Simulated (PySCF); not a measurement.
# epifluorohydrin (C₃H₅FO): geometry, NMR shifts, spin-spin couplings, electronic excitations and core binding energies

Wanted: the NMR shifts, spin-spin couplings, electronic excitations and core binding energies of epifluorohydrin (C₃H₅FO) (`FC[C@@H]1CO1`), by calculation.

Programs: PySCF 2.14.0, with density-fitted response routines of our own. Each step states its level of theory. These are calculated values for one molecule in the gas phase, unless marked as measured. Atoms are numbered from 0 throughout.

## Step 1: The starting structure

10 atoms, charge 0, multiplicity 1; geometry from: GFN2-xTB.

Bonds of the start (Å): F0–C1 1.37, C1–C2 1.51, C2–C3 1.47, C3–O4 1.40, O4–C2 1.39, C1–H5 1.09, C1–H6 1.09, C2–H7 1.09, C3–H8 1.08, C3–H9 1.08.

## Step 2: Geometry optimisation at PBE0-D3(BJ)/def2-SVP

Job settings and geometry (Å):

```
{"job": {"xc": "PBE0", "basis": "def2-SVP", "d3": "d3bj", "grid": 1, "kind": "geom"}, "charge": 0, "multiplicity": 1}
F      1.712993     0.035740     1.246576
C      1.238600     0.017672    -0.041817
C     -0.186007     0.522040    -0.068239
C     -1.313287    -0.403215     0.075117
O     -0.965197     0.150040    -1.161431
H      1.297984    -1.014844    -0.399578
H      1.895274     0.662489    -0.635028
H     -0.309506     1.548611     0.269429
H     -1.118717    -1.463250     0.187640
H     -2.243255    -0.050628     0.504803
```

**Question.** This job is followed by: GIAO PBE0/pcSseg-1 NMR shielding, non-relativistic, gas phase; B3LYP/pcJ-1 indirect spin-spin coupling, non-relativistic, gas phase; TDDFT wB97X-D/def2-SVPD, vertical, gas phase, core orbitals frozen in the response; GIAO KT3/pcSseg-2 NMR shielding, non-relativistic, gas phase; delta-SCF UKS SCAN, pcX-2 on the ionised atom, pcseg-1 elsewhere, spin-free X2C. What will the session give for the following? point group; rotational constants (main isotopes); 13C shifts against TMS (PBE0/pcSseg-1); 1H shifts against TMS (PBE0/pcSseg-1); 19F shifts against CFCl3 (PBE0/pcSseg-1); 17O shifts against H2O (PBE0/pcSseg-1); largest coupling of the table (B3LYP/pcJ-1); lowest singlet (wB97X-D/def2-SVPD); brightest single state of those computed; lowest triplet; vertical ionisation energy (ΔSCF); C1s binding energies, SCAN/pcX-2; F1s binding energies, SCAN/pcX-2; O1s binding energies, SCAN/pcX-2; range of the shift of F0.

The runs gave:

| quantity | value |
| --- | --- |
| point group | C1 |
| rotational constants (main isotopes) | 14.60, 3.21, 2.93 GHz |
| 13C shifts against TMS (PBE0/pcSseg-1) | 86.9, 46.9, 46.3 ppm |
| 1H shifts against TMS (PBE0/pcSseg-1) | 4.94, 3.57, 2.81, 2.67, 2.38 ppm |
| 19F shifts against CFCl3 (PBE0/pcSseg-1) | -256.6 ppm |
| 17O shifts against H2O (PBE0/pcSseg-1) | 7.5 ppm |
| largest coupling of the table (B3LYP/pcJ-1) | 1J(F,C) F0–C1, -237.0 Hz |
| lowest singlet (wB97X-D/def2-SVPD) | 8.24 eV (150 nm), f = 0.004 |
| brightest single state of those computed | state 5, 9.07 eV, f = 0.063 |
| lowest triplet | 7.83 eV |
| vertical ionisation energy (ΔSCF) | 10.84 eV |
| C1s binding energies, SCAN/pcX-2 | C1 293.47, C2 292.66, C3 292.59 eV |
| F1s binding energies, SCAN/pcX-2 | F0 692.78 eV |
| O1s binding energies, SCAN/pcX-2 | O4 538.98 eV |
| range of the shift of F0 | -265.8 to -256.6 ppm |

In words: Relaxing lowered the energy by 0.031 eV in 3 steps; the close pair that moved most is C2–O4, from 1.393 to 1.408 Å. The most deshielded carbon is C1 (sp3 CH2 bonded to F), at 86.9 ppm: pulled downfield by the heteroatom. At PBE0/pcSseg-1: Shielding is most anisotropic at O4 (span 253 ppm, paramagnetic term -68 ppm). Of the pairs tabulated at B3LYP/pcJ-1, F0–C1 couples most strongly (-237.0 Hz; Fermi contact -285.9 Hz). Couplings across rotatable bonds belong to this one conformer; where others are populated, the observed values are averages. The first singlet state (HOMO→LUMO+1 0.67, HOMO→LUMO+3 0.18) lies at 8.24 eV and is weak; of the 10 states computed, the strongest absorption comes from state 5 at 9.07 eV. The lowest triplet lies 0.41 eV below the lowest singlet (triplets in Tamm-Dancoff, singlets in full TDDFT). The orbital energy would give 10.26 eV for ionisation, ΔSCF gives 10.84 eV. C1 (sp3 CH2 bonded to F) binds its C1s electron 0.88 eV more tightly than C3 (epoxide ring carbon). Across the 2 runs the shift of F0 moves most, between -265.8 (KT3/pcSseg-2) and -256.6 ppm (PBE0/pcSseg-1).
